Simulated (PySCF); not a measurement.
These are PBE0-D4/def2-TZVP in PySCF values and carry that method's errors. Isolated molecules, 0 K electronic values unless said otherwise. 

Reference species (SMILES): `[SiH3]` (neutral, multiplicity 2).

```
Item           Result
-------------  ------
dipole moment  0.03 D
```

Changed species: `[SiH3][Al][SiH3]` (radical fragment; the reference has radical fragment).

Q: What does the change do to the dipole moment?

A: the dipole moment increases by 0.67 D, to 0.70 D.
